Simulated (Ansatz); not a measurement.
A calculation on 1T (CdI2-type) PtSe2 returned lattice constant a 3.730 Å, lattice parameter c 5.263 Å, equilibrium volume per atom 21.14 Å³/atom.

For reference: lattice constant a 3.727 Å (measured, temperature not stated, not corrected to a static lattice; as tabulated in Björkman (2014), arXiv:1406.2436); lattice parameter c 5.074 Å (measured, temperature not stated, zero-point anharmonic expansion removed (computed with revB86b-DF2); no thermal correction; as tabulated in Björkman (2014), arXiv:1406.2436).

Q: Which level of theory produced these numbers?
A) rVV10 (Ansatz (an electronic-structure program))
B) PBE+SOC (Ansatz)
C) r²SCAN+rVV10 (Ansatz)
D) r²SCAN (Ansatz)

A: C, r²SCAN+rVV10 (Ansatz)

The others give: rVV10 3.826 Å, 5.150 Å, 21.76 Å³/atom; r²SCAN 3.717 Å, 5.831 Å, 23.26 Å³/atom; PBE+SOC 3.751 Å, 6.472 Å, 26.34 Å³/atom.

Unless a cell is named, each level is at its own relaxed cell (PBE+SOC 26.34, r²SCAN 23.26, r²SCAN+rVV10 21.14, rVV10 21.76 Å³/atom).

Caveats: the cell comes from a level without a dispersion term, which matters for the spacing of layers, chains or molecules (r²SCAN, PBE+SOC). Ansatz's density-functional and Hartree–Fock values are scalar-relativistic unless marked +SOC, with PAW data made under PBE.
